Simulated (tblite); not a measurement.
Compound: C5H10S.
SMILES with atom numbers: `[CH3:1][CH:2]([CH3:3])[C@H:4]1[CH2:5][S:6]1` (hydrogens: H7, H8, H9 on C1; H10 on C2; H11, H12, H13 on C3; H14 on C4; H15, H16 on C5)

Computed with GFN2-xTB (tblite), gas phase: Langevin dynamics at 300 K from the optimised GFN2-xTB geometry, time step 0.5 fs, friction 0.01 fs⁻¹, 2000 steps. The instantaneous temperature is 2·E(kin)/(3Nk) with all 3N coordinates.

| t (fs) | T (K) | E(pot) above start (eV) | C1–C2 (Å) | C2–C3 (Å) | C2–C4 (Å) | C4–C5 (Å) | C5–S6 (Å) | C1–H7 (Å) | C1–C2–C4–C5 (°) |
| --- | --- | --- | --- | --- | --- | --- | --- | --- | --- |
| 0 | 244 | 0.000 | 1.529 | 1.527 | 1.511 | 1.481 | 1.801 | 1.087 | 83 |
| 25 | 107 | 0.330 | 1.520 | 1.532 | 1.511 | 1.491 | 1.827 | 1.087 | 79 |
| 50 | 183 | 0.334 | 1.545 | 1.557 | 1.509 | 1.504 | 1.779 | 1.088 | 77 |
| 75 | 157 | 0.495 | 1.588 | 1.540 | 1.479 | 1.458 | 1.834 | 1.060 | 71 |
| 100 | 245 | 0.267 | 1.519 | 1.522 | 1.477 | 1.504 | 1.771 | 1.107 | 74 |
| 125 | 181 | 0.361 | 1.502 | 1.535 | 1.496 | 1.508 | 1.803 | 1.103 | 70 |
| 150 | 207 | 0.441 | 1.541 | 1.535 | 1.491 | 1.474 | 1.799 | 1.060 | 74 |
| 175 | 199 | 0.455 | 1.544 | 1.548 | 1.505 | 1.498 | 1.812 | 1.050 | 73 |
| 200 | 245 | 0.395 | 1.505 | 1.529 | 1.538 | 1.523 | 1.833 | 1.129 | 79 |
| 225 | 248 | 0.689 | 1.538 | 1.527 | 1.486 | 1.477 | 1.774 | 1.119 | 79 |
| 250 | 286 | 0.672 | 1.597 | 1.505 | 1.465 | 1.485 | 1.835 | 1.037 | 69 |
| 275 | 355 | 0.563 | 1.522 | 1.511 | 1.553 | 1.552 | 1.786 | 1.113 | 84 |
| 300 | 385 | 0.511 | 1.480 | 1.551 | 1.505 | 1.491 | 1.864 | 1.132 | 87 |
| 325 | 294 | 0.710 | 1.568 | 1.610 | 1.495 | 1.489 | 1.755 | 1.055 | 98 |
| 350 | 433 | 0.513 | 1.576 | 1.554 | 1.487 | 1.482 | 1.808 | 1.048 | 101 |
| 375 | 284 | 0.692 | 1.538 | 1.507 | 1.486 | 1.489 | 1.804 | 1.129 | 95 |
| 400 | 309 | 0.543 | 1.562 | 1.529 | 1.516 | 1.475 | 1.805 | 1.101 | 95 |
| 425 | 272 | 0.755 | 1.579 | 1.516 | 1.527 | 1.460 | 1.825 | 1.057 | 100 |
| 450 | 350 | 0.551 | 1.505 | 1.525 | 1.559 | 1.483 | 1.755 | 1.107 | 100 |
| 475 | 324 | 0.664 | 1.507 | 1.511 | 1.557 | 1.499 | 1.823 | 1.076 | 95 |
| 500 | 345 | 0.593 | 1.628 | 1.534 | 1.518 | 1.510 | 1.834 | 1.082 | 88 |
| 525 | 395 | 0.444 | 1.595 | 1.526 | 1.516 | 1.492 | 1.810 | 1.110 | 78 |
| 550 | 354 | 0.631 | 1.477 | 1.559 | 1.494 | 1.490 | 1.790 | 1.076 | 66 |
| 575 | 233 | 0.721 | 1.538 | 1.575 | 1.476 | 1.460 | 1.824 | 1.052 | 62 |
| 600 | 373 | 0.725 | 1.582 | 1.556 | 1.461 | 1.503 | 1.773 | 1.064 | 57 |
| 625 | 358 | 0.721 | 1.528 | 1.485 | 1.549 | 1.479 | 1.842 | 1.118 | 70 |
| 650 | 291 | 0.728 | 1.572 | 1.511 | 1.564 | 1.562 | 1.767 | 1.088 | 68 |
| 675 | 277 | 0.631 | 1.561 | 1.541 | 1.562 | 1.494 | 1.826 | 1.086 | 74 |
| 700 | 337 | 0.608 | 1.536 | 1.504 | 1.528 | 1.482 | 1.809 | 1.080 | 73 |
| 725 | 458 | 0.571 | 1.535 | 1.488 | 1.517 | 1.460 | 1.777 | 1.130 | 79 |
| 750 | 360 | 0.552 | 1.539 | 1.554 | 1.580 | 1.459 | 1.800 | 1.111 | 85 |
| 775 | 285 | 0.570 | 1.515 | 1.554 | 1.565 | 1.448 | 1.808 | 1.087 | 89 |
| 800 | 311 | 0.587 | 1.472 | 1.508 | 1.502 | 1.423 | 1.766 | 1.039 | 95 |
| 825 | 279 | 0.408 | 1.507 | 1.551 | 1.516 | 1.442 | 1.822 | 1.098 | 88 |
| 850 | 262 | 0.407 | 1.515 | 1.609 | 1.554 | 1.475 | 1.813 | 1.135 | 96 |
| 875 | 253 | 0.474 | 1.514 | 1.520 | 1.494 | 1.504 | 1.770 | 1.077 | 93 |
| 900 | 316 | 0.403 | 1.582 | 1.517 | 1.488 | 1.478 | 1.829 | 1.039 | 86 |
| 925 | 252 | 0.515 | 1.591 | 1.564 | 1.501 | 1.487 | 1.801 | 1.109 | 75 |
| 950 | 312 | 0.340 | 1.553 | 1.530 | 1.489 | 1.464 | 1.820 | 1.095 | 73 |
| 975 | 294 | 0.596 | 1.507 | 1.515 | 1.511 | 1.524 | 1.759 | 1.063 | 72 |
| 1000 | 274 | 0.626 | 1.504 | 1.611 | 1.513 | 1.491 | 1.838 | 1.135 | 60 |

Task: From 500 fs on, how do temperature and potential energy compare with equipartition?

Result: The mean temperature of these 21 frames is 315 K against the target 300 K, and the mean potential energy 0.56 eV against 42 × kT/2 = 0.54 eV for 42 classical harmonic modes. For 16 atoms in a canonical ensemble the temperature itself scatters by T·√(2/(3N)) = 61 K; here its standard deviation is 54 K. The whole run lasts only 10 friction times of 100 fs, so these averages carry a wide statistical error.

Task: What are the kinetic and total energies of the listed frame with the highest potential energy?

Result: The one at 425 fs, 0.755 eV above the start. Its kinetic energy is 3NkT/2 = 0.564 eV at 272 K, so the sum is 1.32 eV; over the listed frames the sum runs from 0.50 to 1.52 eV, since the thermostat adds and removes energy.

Task: How much do the listed bonds fluctuate from 500 fs on?

Result: 
```csv
bond,at the start (Å),mean (Å),standard deviation (Å)
C1–C2,1.529,1.540,0.039
C2–C3,1.527,1.539,0.034
C2–C4,1.511,1.519,0.032
C4–C5,1.481,1.482,0.030
C5–S6,1.801,1.804,0.025
C1–H7,1.087,1.089,0.028
```

The motion is classical and holds no zero-point motion.

What follows is the cost of the whole dynamics run. The run took 35 s wall, 32 s CPU on one thread, Intel Xeon at 2.50 GHz (x86_64), on a shared host, and the process peaked at 0.19 GiB of memory.
